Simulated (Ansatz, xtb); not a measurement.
Ranking isomers of CHClO

3 gas-phase structures of CHClO, found in a search over its isomers (lower ones may exist). Each was relaxed with GFN2-xTB:

A. `O[C]Cl`, a triplet
B. `O[C]Cl`, a singlet
C. `O=CCl`, a singlet

**Question.** Which do you expect lowest at r2SCAN-D4/def2-SVP, and how would the others follow?

**Answer.** Calculated order at r2SCAN-D4/def2-SVP: C (0.0), B (222.2), A (334.9) kJ/mol.

Energies above the lowest of each column, in kJ/mol; the last columns are at B3LYP/6-31G* geometries (a dash: not run or not comparable):

```
structure  GFN2-xTB  HF/STO-3G  r2SCAN-D4/def2-SVP  B3LYP/6-31G*  CCSD(T)/def2-TZVPP
        C       0.0        0.0                 0.0           0.0                 0.0
        B     154.1      182.1               222.2         214.9               195.4
        A         –      218.6               334.9         367.9               359.0
```

Every level run on C puts it lowest or level with the lowest. Some further structures that were screened fall inside this span and aren't listed. Flexible structures stand in one conformer each, not always the lowest. GFN2-xTB has no spin polarisation and isn't compared across spin states. Open shells are spin-unrestricted.

Programs: Ansatz 0.2.0, xtb 6.7.1 (Pople sets with spherical d functions).
